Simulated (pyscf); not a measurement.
PySCF, gas phase, ωB97X-D3(BJ)/def2-SVP geometries.

H₃C–Cl + SiH₄ -> CH₄ + H₃Si–Cl
Surface: singlet. Broken: C–Cl, H–Si. Formed: C–H, Cl–Si. Give ΔE‡ and ΔE from ωB97X-D3(BJ)/def2-TZVP, relative to the separated reactants.

ΔE‡ = 314.9 kJ/mol, ΔE = -168.2 kJ/mol. CCSD(T)/def2-TZVPP + ΔMP2(QZVPP) gives 315.8 kJ/mol and -164.4 kJ/mol. Zero-point energy shifts the barrier by -4.0 kJ/mol. It is a four-centre exchange, with an imaginary mode of 1079i cm⁻¹. This is the saddle that the search found; another between the same sides may lie lower. The CCSD(T) − MP2 part came from Ansatz, without density fitting, on the same reference. The largest closed-shell T1 diagnostic is 0.030, which may signal static correlation.
